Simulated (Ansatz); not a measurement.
# BH5O (B(H2O)H3): methods side by side

BH5O: 7 atoms, total charge 0, spin state singlet. SMILES: `[H]B([H])([H])<-O`. The shape is that of a GFN2-xTB optimisation.

Quantity: the vertical energy of the triplet above the singlet, in eV. The values are calculated.

```
         level                   kind  program  value (eV)  less FCI/STO-3G  CPU time (all runs)
  SVWN5/STO-3G                    LDA   Ansatz        9.63            -1.87                1.6 s
    PBE/STO-3G                    GGA   Ansatz        9.65            -1.85                2.6 s
 revPBE/STO-3G                    GGA   Ansatz        9.70            -1.80                2.6 s
 r2SCAN/STO-3G               meta-GGA   Ansatz       10.08            -1.42                5.4 s
r2SCAN0/STO-3G        hybrid meta-GGA   Ansatz       10.58            -0.92                  6 s
RPA@PBE/STO-3G                    RPA   Ansatz       10.54            -0.96                4.3 s
  CCSDT/STO-3G  coupled cluster or CI   Ansatz       11.51            +0.01                1.1 s
 CCSDTQ/STO-3G  coupled cluster or CI   Ansatz       11.50             0.00                 52 s
    FCI/STO-3G     exact in the basis   Ansatz       11.50             0.00                 32 s
```

FCI/STO-3G is exact within its basis and frozen core, so for wave-function methods in that basis the difference is their error; functionals converge differently with the basis, so for them it is only a difference. The values span 9.63 to 11.51 eV. A triplet this far above the singlet is often a Rydberg-like or dissociative state; sets without diffuse functions put Rydberg states too high. All rows use very small basis sets, so none should be taken for the real molecule's value. In so small a basis fixed costs decide the times, and correlated methods can beat functionals. CPU times are rough (shared hosts, several kinds of processor and program).
